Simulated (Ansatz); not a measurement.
A structure relaxed at PBE0-D4/def2-TZVPD in Ansatz, charge -1, doublet:

```xyz
3

B    -0.982    0.603   -0.800
B     0.968   -0.597    0.789
C     0.014   -0.006    0.012
```

(1) Give its formula and point group.

(2) Summarise the bond lengths by kind (pairs closer than 1.2 times the sum of covalent radii, bridged metal pairs left out).

## Answers

(1) the cluster B2C⁻. Point group D∞h (tolerance 0.1 Å).

(2) 2 × B–C 1.37 to 1.42 Å.

The relaxation made no stability test and no search for a lower SCF solution. Another isomer (doublet) lies 0.45 eV lower at PBE0-D4/def2-TZVPD; other spin states weren't run for this one.
